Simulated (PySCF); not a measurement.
## State search for AlP

Unrestricted PBE0; PySCF, spin-free X2C with a Gaussian nucleus, basis sets Al jorge-DZP-DKH, P jorge-DZP-DKH. Outer shells of the fragments: Al 3s2 3p1; P 3s2 3p3.

Followed along the bond (rough minima from three points):

```tsv
2Ms+1	unpaired	⟨S²⟩ at the start	R at minimum (Å)	Te (eV)
3	π ↑↑	2.01	2.45	0.00
3	σ ↑, π ↑	2.01	2.23	0.02
1	σ ↓, π ↑	1.02	2.22	0.16
1	π ↑↓	1.01	2.45	0.32
1	none	0.00	none in the scan	≤ 0.93
```

Solutions found at the starting distance of 2.260 Å, counted from the lowest of them; the search is not exhaustive and high or unbound solutions are not listed, so other states can lie among these:

```
2Ms+1    unpaired   term  E (eV)  ⟨S²⟩  ⟨Lz²⟩  μ (D)
    3    σ ↑, π ↑     ³Π    0.00  2.01   1.01  -2.46
    3        π ↑↑    ³Σ⁻    0.13  2.01   0.00  -0.12
    1    σ ↓, π ↑  mixed    0.15  1.02   1.01  -2.60
    1        π ↑↓  mixed    0.46  1.01   2.02  -0.04
    1        none    ¹Σ⁺    1.11  0.00   0.00  -3.88
    1        none  mixed    1.48  0.00   2.00   0.24
    5  σ ↑, π ↑↑↑     ⁵Π    1.96  6.01   1.00   0.15
    3  σ ↑, π ↑↑↓  mixed    2.44  3.01   3.02   0.09
    3  σ ↓, π ↑↑↑  mixed    2.63  3.02   1.01   0.56
    3        π ↑↑  mixed    2.98  2.08   2.01  -2.06
```

A term symbol is given only where ⟨S²⟩ and ⟨Lz²⟩ are close to those of a pure state; real π, δ and φ orbitals otherwise mix terms. A positive dipole means Al(−)P(+).

Problem. Compare the gap between the two lowest followed solutions at the starting distance with the gap between their minima.

Solution. At PBE0 the second solution (triplet, unpaired electrons σ ↑, π ↑) lies -0.13 eV from the first (triplet, unpaired electrons π ↑↑) at 2.260 Å and +0.02 eV at the minima; the two curves relax by different amounts, since their minima lie near 2.23 and 2.45 Å. A gap this small is a tie at this level.
